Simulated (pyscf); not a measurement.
Four-centre exchange: HF + F–Sn:–F [singlet] → F–Sn:–F [singlet] + HF

Gas phase, singlet surface, charge 0. Bonds broken: F1–H5, Sn2–F4. Bonds formed: F1–Sn2, F4–H5. Optimised with ωB97X-D3(BJ)/def2-SVP in PySCF. MP2 and CC: frozen core, UHF for open shells. ΔMP2 is the change of the MP2 total energy from the triple- to the quadruple-zeta basis.

Transition state (Å):

```xyz
5

F     -0.8353     0.8218     0.2827
Sn     0.8971     1.5022    -0.8636
F      2.1280     0.6539     0.3774
F     -0.0314    -0.4140    -1.3598
H     -0.6592    -0.0394    -0.4669
```

One imaginary mode, 317i cm⁻¹; descent along it reached the two sides named, in the forms told below.

```tsv
bond	change	reactant side (Å)	saddle	product side
F1–H5	breaks	0.981	1.155	1.483
Sn2–F4	breaks	2.046	2.186	2.394
F1–Sn2	forms	2.395	2.186	2.048
F4–H5	forms	1.495	1.154	0.983
```

Electronic energies relative to the separated reactants (kcal/mol):

| level | barrier | reaction energy | reverse barrier |
|---|---|---|---|
| ωB97X-D3(BJ)/def2-TZVP | -10.1 | 0.0 | -10.1 |
| PBE/def2-TZVP | -12.1 | 0.0 | -12.1 |
| r²SCAN/def2-TZVP | -13.0 | 0.0 | -13.0 |
| B3LYP-D3(BJ)/def2-TZVP | -10.0 | 0.0 | -10.0 |
| PBE0-D3(BJ)/def2-TZVP | -10.8 | 0.0 | -10.8 |
| M06-2X/def2-TZVP | -11.2 | 0.0 | -11.2 |
| ωB97M-D3(BJ)/def2-TZVP | -9.5 | 0.0 | -9.5 |
| HF/def2-TZVP | 1.5 | 0.0 | 1.5 |
| MP2/def2-QZVPP | -8.8 | 0.0 | -8.8 |
| CCSD/def2-TZVPP | -6.3 | 0.0 | -6.3 |
| CCSD(T)/def2-TZVPP | -7.8 | 0.0 | -7.8 |
| CCSD(T)/def2-TZVPP + ΔMP2(QZVPP) | -7.9 | 0.0 | -7.9 |

With CCSD(T)/def2-TZVPP + ΔMP2(QZVPP) energies and thermal terms (ideal gas, 1 atm, RRHO with modes under 100 cm⁻¹ raised to 100, one conformer, R ln 2 for chiral ones without a mode under 150 cm⁻¹), in kcal/mol:

```tsv
T (K)	ΔH‡	ΔG‡	ΔH	ΔG
298	-8.8	1.3	0.0	0.0
600	-9.2	11.7	0.0	0.0
900	-9.1	22.1	0.0	0.0
1200	-8.8	32.5	0.0	0.0
```

On the reactant side the descent ends in an adduct with a F–Sn contact, 12.3 kcal/mol under the separated species and 2.2 kcal/mol under the saddle at ωB97X-D3(BJ)/def2-TZVP. On the product side the descent ends in an adduct with a F–Sn contact, 12.3 kcal/mol under the separated species and 2.2 kcal/mol under the saddle at ωB97X-D3(BJ)/def2-TZVP. At ωB97X-D3(BJ)/def2-TZVP, PBE, r²SCAN, B3LYP-D3(BJ), PBE0-D3(BJ), M06-2X, ωB97M-D3(BJ)/def2-TZVP, MP2, CCSD, CCSD(T), CCSD(T) the saddle lies under the separated reactants, which points to a path from their complex (located at ωB97X-D3(BJ) alone). At ωB97X-D3(BJ)/def2-TZVP, PBE, r²SCAN, B3LYP-D3(BJ), PBE0-D3(BJ), M06-2X, ωB97M-D3(BJ)/def2-TZVP, MP2, CCSD, CCSD(T), CCSD(T) the saddle lies under the separated products, which points to a path from their complex (located at ωB97X-D3(BJ) alone). What is counted as formed (F–Sn) is already present as a longer contact in the reactant adduct; forming that adduct is a step of its own. What is counted as broken (F–Sn) persists as a longer contact in the product adduct; parting that adduct is a step of its own. One saddle was located; it need not be the lowest between these sides. The CCSD(T) − MP2 part came from Ansatz, without density fitting, on the same reference. The frozen core leaves the outer d or s,p core shells of the metals and heavy elements correlated in the MP2 and CC values, and def2-TZVPP describes them poorly, which can shift differences by a few kcal/mol. Elements past Kr carry the def2 core potentials, without spin-orbit coupling.
